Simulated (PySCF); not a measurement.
Start geometry of F2BO (`[O]B(F)F`) [radical] from GFN2-xTB (Å):
```
atom  x, y, z in Å
O1     1.1765   -0.6079    0.0819
B2     0.0391   -0.0179   -0.0030
F3    -1.1177   -0.6819   -0.0831
F4    -0.0876    1.3124   -0.0186
```

**Question.** What comes out of this run: PBE0-D3(BJ)/def2-TZVP geometry optimisation, gas phase in PySCF?

**Answer.** 
```
atom  x, y, z in Å
O1     1.2718   -0.4172    0.0983
B2    -0.0146    0.0067   -0.0070
F3    -0.9795   -0.8824   -0.0919
F4    -0.2684    1.2966   -0.0218
```

The energy falls by 17.1 kJ/mol over 9 energy and gradient evaluations, the largest force component goes from 0.0859 to 1.9e-04 Eh/bohr, and the atoms move by 0.038 Å rms after alignment. The bond that changes most is O1–B2 (ends: oxygen bonded to B; boron bonded to 2 F and O), which lengthens by 0.074 Å. Bonds longer at the end by more than 0.005 Å: 1 of 3; shorter: 2. Among the angles that change most is F3–B2–F4, from 114.3° to 121.4°. Rotational constants go from 11089, 10551, 5407 to 11197, 10117, 5315 MHz. The orientation of the end geometry is arbitrary; only internal coordinates are fixed.

The run used 124 basis functions and 94 SCF cycles in all.

PBE0-D3(BJ)/def2-TZVP frequencies: not computed here. ⟨S²⟩ = 0.753 (exact for a doublet: 0.75). Isolated species at its PBE0-D3(BJ)/def2-TZVP geometry, gas phase.
